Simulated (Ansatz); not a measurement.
## Which is lower?

Two relaxed structures of C2H2S, closed shell (PBE0-D4/def2-TZVP; forces vanish, vibrations not checked).

A:

C1  (0.659, 0.152, -0.120)
C2  (-0.613, 0.167, 0.151)
S3  (0.660, -0.405, 1.568)
H4  (1.483, 0.331, -0.788)
H5  (0.646, -1.750, 1.411)
(Å)

B:

C1  (0.172, -0.360, 0.390)
C2  (-0.814, 0.198, -0.014)
S3  (-2.141, 0.959, -0.708)
H4  (-2.784, 1.235, 0.441)
H5  (1.040, -0.852, 0.761)
(Å)

Computed with Ansatz 0.2.0 (basis: def2-TZVPP); correlated methods freeze the cores. B3LYP uses VWN-RPA correlation.

(1) Which structure is lower at CCSD(T), and by how much? (Judge from chemistry; the value comes from the calculation.)

No T1 diagnostic of these runs exceeds 0.016.

Results:

(1) By the calculation: B, by 38.01 kcal/mol (electronic energy, against the other). By their contacts, A is C₂H₂S ([C]1[CH][SH]1) and B is C₂H₂S (C#CS).

All methods give the same order:

| method | E(B) − E(A) (kcal/mol) |
| --- | --- |
| PBE-D4 | -35.60 |
| r2SCAN-D4 | -36.26 |
| PBE0-D4 | -36.15 |
| B3LYP-D4 | -38.84 |
| wB97M-V | -35.94 |
| HF | -39.35 |
| MP2 | -41.03 |
| CCSD | -39.09 |
| CCSD(T) | -38.01 |

Labels in which every atom is bracketed show which atoms are joined, not bond orders.

For scale, one of the runs: CCSD(T)/def2-TZVPP, 132 basis functions, launched by `ansatz run in.yaml --threads 2 --pin off --events-out ev --progress --plain --max-ram 4352MiB`. The run took 7.5 s on 2 CPU threads of an Arm Neoverse V2 (shared host), with 0.64 GiB of host memory at its peak.
